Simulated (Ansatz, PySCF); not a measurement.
Reaction (SMILES): [CH3] (CH3) -> [CH3] (CH3) as singlet, charge +1 + e-
Each molecule is optimised on its own at B3LYP-D3(BJ)/def2-TZVP (Ansatz, an electronic-structure program).

Wanted: adiabatic ionisation energy (0 K, with B3LYP-D3(BJ) harmonic zero-point energies from PySCF), in eV. Correlated levels leave the core frozen unless marked. Open shells are spin-unrestricted. Spin-orbit coupling is left out. Non-relativistic. CBS(X,Y): correlation extrapolated as X^-3; Hartree-Fock from the larger set. The bracket is a focal-point correction in the basis named.

Measured: 9.84 eV (CCCBDB table in ASE); it holds spin-orbit effects, which all levels lack. This is an older compilation, not checked against later work.

| level | program | adiabatic ionisation energy (eV) | error against measurement |
|---|---|---|---|
| HF/def2-TZVPD | PySCF | 9.03 | -0.81 |
| HF-D4/def2-TZVPD | PySCF + dftd4 | 9.07 | -0.77 |
| BLYP/def2-TZVPD | Ansatz | 9.83 | -0.01 |
| B3LYP-D3(BJ)/def2-TZVPD | Ansatz + dftd3 | 9.94 | 0.10 |
| BHLYP-D3(BJ)/def2-TZVPD | Ansatz + dftd3 | 9.74 | -0.10 |
| LC-wPBE-D4/def2-TZVPD | Ansatz + dftd4 | 10.13 | 0.29 |
| PBE-QIDH/def2-TZVPD | Ansatz | 9.90 | 0.06 |
| RPA@PBE/cc-pVTZ | Ansatz | 9.94 | 0.10 |
| MP2/def2-TZVPP | Ansatz | 9.75 | -0.09 |
| MP2/def2-QZVPPD | Ansatz | 9.79 | -0.05 |
| SCS-MP2/STO-3G | Ansatz | 8.09 | -1.75 |
| SCS-MP2/def2-QZVPP | Ansatz | 9.62 | -0.22 |
| CCSD/aug-cc-pVDZ | Ansatz | 9.63 | -0.21 |
| RI-MP2/CBS(def2-TZVPP,def2-QZVPP)+[CCSD(T)-MP2]/def2-SVP | Ansatz | 9.80 | -0.04 |
| CCSD(T)/CBS(aug-cc-pVTZ,aug-cc-pVQZ) | Ansatz | 9.82 | -0.02 |
